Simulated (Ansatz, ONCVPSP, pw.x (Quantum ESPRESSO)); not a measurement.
What a changed setting does to a pw.x run (diamond C)

Potential: optimised norm-conserving Vanderbilt (ONCV), ONCVPSP 4.0.1.1 (patched build), LDA (Perdew-Wang 92); core [He], reference 2s1.5 2p2.5; waves: 2s: rc 1.72 bohr, ncon 5, nbas 10, qcut 6.2 1/bohr, 2 projectors, debl 2.7 Ha; 2p: rc 1.85 bohr, ncon 5, nbas 10, qcut 9.3 1/bohr, 3 projectors, debl 0.3 Ha; local part: polynomial inside 0.80 bohr (lpopt 5, dvloc0 0 Ha); core correction: Teter function, fcfact 2, rcfact 1.65.

The reference run (k-mesh 13³, cutoffs 65/260 Ry, Fermi–Dirac 0.01 Ry, mixing_beta 0.4, conv_thr 1e-9, no spin) gives -3.41 GPa at 5.505 Å³/atom, where all-electron LAPW gives 0.26 GPa. This run, with its own iteration cap, changes mixing_beta to 0.05.

```
&control
  calculation='scf', prefix='x', pseudo_dir='./', outdir='./tmp', tstress=.true., disk_io='none'
/
&system
  ibrav=0, nat=2, ntyp=1, ecutwfc=65, ecutrho=260, nbnd=11,
  occupations='smearing', smearing='fd', degauss=0.01
/
&electrons
  conv_thr=1e-09, mixing_beta=0.05, electron_maxstep=70
/
ATOMIC_SPECIES
C 1.0 C.UPF
CELL_PARAMETERS angstrom
  0.00000000 1.76570891 1.76570891
  1.76570891 0.00000000 1.76570891
  1.76570891 1.76570891 0.00000000
ATOMIC_POSITIONS crystal
C 0.0000 0.0000 0.0000
C 0.2500 0.2500 0.2500
K_POINTS automatic
13 13 13 0 0 0
```

```bash
pw.x < C.scf.in > C.scf.out
```

**Question.** How does the run end?

**Answer.** It converges in 14 iterations; the free energy moves by +0.0 meV/atom and the pressure by +0.00 GPa. The result is that of the reference run.

```
Message from routine setup:
     using ibrav=0 with symmetry is DISCOURAGED, use correct ibrav instead
     lattice parameter (alat)  =       4.7188  a.u.
     unit-cell volume          =      74.2992 (a.u.)^3
     number of electrons       =         8.00
     number of Kohn-Sham states=           11
     kinetic-energy cutoff     =      65.0000  Ry
     charge density cutoff     =     260.0000  Ry
     scf convergence threshold =      1.0E-09
     Exchange-correlation= SLA  PW   NOGX NOGC
     number of k points=    84  Fermi-Dirac smearing, width (Ry)=  0.0100
     iteration #  1     ecut=    65.00 Ry     beta= 0.05
     total energy              =     -23.61669121 Ry
     estimated scf accuracy    <       0.13932987 Ry
     iteration #  2     ecut=    65.00 Ry     beta= 0.05
     total energy              =     -23.54932787 Ry
     estimated scf accuracy    <       0.12289010 Ry
     iteration #  3     ecut=    65.00 Ry     beta= 0.05
     total energy              =     -23.56354014 Ry
     estimated scf accuracy    <       0.00114335 Ry
     iteration #  4     ecut=    65.00 Ry     beta= 0.05
     total energy              =     -23.56355562 Ry
     estimated scf accuracy    <       0.00121637 Ry
     iteration #  5     ecut=    65.00 Ry     beta= 0.05
     total energy              =     -23.56463526 Ry
     estimated scf accuracy    <       0.00108482 Ry
     iteration #  6     ecut=    65.00 Ry     beta= 0.05
     total energy              =     -23.56517072 Ry
     estimated scf accuracy    <       0.00661334 Ry
     [... 2 iterations left out ...]
     iteration #  9     ecut=    65.00 Ry     beta= 0.05
     total energy              =     -23.56321213 Ry
     estimated scf accuracy    <       0.00006642 Ry
     iteration # 10     ecut=    65.00 Ry     beta= 0.05
     total energy              =     -23.56321150 Ry
     estimated scf accuracy    <       0.00004985 Ry
     iteration # 11     ecut=    65.00 Ry     beta= 0.05
     total energy              =     -23.56319535 Ry
     estimated scf accuracy    <       0.00004762 Ry
     iteration # 12     ecut=    65.00 Ry     beta= 0.05
     total energy              =     -23.56319615 Ry
     estimated scf accuracy    <       0.00000168 Ry
     iteration # 13     ecut=    65.00 Ry     beta= 0.05
     total energy              =     -23.56319629 Ry
     estimated scf accuracy    <          2.9E-09 Ry
     iteration # 14     ecut=    65.00 Ry     beta= 0.05
     the Fermi energy is    15.6667 ev
!    total energy              =     -23.56319629 Ry
     estimated scf accuracy    <          1.6E-10 Ry
     smearing contrib. (-TS)   =      -0.00000000 Ry
     The total energy is F=E-TS. E is the sum of the following terms:
     one-electron contribution =       8.42039805 Ry
     hartree contribution      =       1.88311023 Ry
     xc contribution           =      -8.03621123 Ry
     ewald contribution        =     -25.83049334 Ry
     convergence has been achieved in  14 iterations
          total   stress  (Ry/bohr**3)                   (kbar)     P=      -34.10
     Message from routine punch:
     Nothing written, as per user request (disk_io='none')
```

The run took about 22 s on one core of a shared host (Neoverse-N1, 64 threads, 124 GiB, load 57).
